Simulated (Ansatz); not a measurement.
# AlNH (doublet): wave-function methods side by side, cc-pVDZ

How much of the correlation energy of AlNH (doublet) does each wave-function method recover here?

Method: cc-pVDZ, core rule «outside noble gas», up to 6 orbitals frozen; program: Ansatz 0.2.0, Gaussian basis.

To be run: UHF; CCSD(T) on ROHF; CCSD(T) on UHF; BCCD(T) on ROHF; CISD; CCSDT(Q) on ROHF; CCSDT(Q) on UHF; CCSDTQ on ROHF; CCSDTQ on UHF.

12 further runs of the same task are left out: 6 for a known fault of the program, 1 that didn't finish, 5 set aside as unsound or not needed.

### 1 What is computed

The geometry is a PBE0/def2-TZVP stationary point (not a proven minimum).

3 atoms, charge 0, spin multiplicity 2.

Atoms are counted from 1 here; the program's logs count them from 0.

Bond lengths: Al1–N2 1.733 Å, Al1–H3 1.580 Å. Angles: N2–Al1–H3 180.0°.

### 2 UHF

File in.yaml:

```yaml
crystal:
  periodic: [false, false, false]
  atoms:
    - {symbol: Al, position_ang: [0.000000, 0.000000, 0.050833]}
    - {symbol: N, position_ang: [0.000000, 0.000000, -1.681761]}
    - {symbol: H, position_ang: [0.000000, 0.000000, 1.630928]}
basis:
  gaussian: {orbitals: cc-pVDZ}
magnetization: {spin_polarized: true, initial_magnetization: 1}
hamiltonian: {xc: hf}
output: {orbitals: {seedname: orbitals}}
```

On the command line:

```console
$ ansatz run in.yaml --threads 1 --pin off --events-out ev --progress --plain --max-ram 4096MiB --backend cpu
```

After this run come: CCSD(T) on ROHF; CCSD(T) on UHF; BCCD(T) on ROHF; CISD; CCSDT(Q) on ROHF; CCSDT(Q) on UHF; CCSDTQ on ROHF; CCSDTQ on UHF.

Before running them: what should the planned runs give, taken together? Wanted: UCCSDTQ below the RHF energy; RMP2 from UCCSDTQ; UMP2 from UCCSDTQ; RCCSD from UCCSDTQ; RCCSD(T) from UCCSDTQ; UCCSD(T) from UCCSDTQ; RCCSDT(Q) from UCCSDTQ; UCCSDT(Q) from UCCSDTQ; T1 diagnostic.

**Answer**, as computed:

| quantity | value |
| --- | --- |
| UCCSDTQ below the RHF energy | -6.5338 eV |
| RMP2 from UCCSDTQ | +21.07 kcal/mol |
| UMP2 from UCCSDTQ | +34.87 kcal/mol |
| RCCSD from UCCSDTQ | +8.35 kcal/mol |
| RCCSD(T) from UCCSDTQ | +1.71 kcal/mol |
| UCCSD(T) from UCCSDTQ | +2.62 kcal/mol |
| RCCSDT(Q) from UCCSDTQ | +0.07 kcal/mol |
| UCCSDT(Q) from UCCSDTQ | -0.37 kcal/mol |
| levels within 1 kcal/mol (43 meV) | RCCSDT, UCCSDT, RCCSDT(Q), UCCSDT(Q), RCCSDTQ |
| T1 diagnostic | 0.041 |

What this shows: RCCSD(T) lands +1.71 kcal/mol from the yardstick (1.1 % of the correlation energy). CCSD(T) misses by +1.71 kcal/mol on the restricted determinant and by +2.62 kcal/mol on the unrestricted one; the two need not hold the same state or core. These misses are within one basis, not against nature; the frozen cores of restricted and unrestricted runs differ, which can shift their rows.
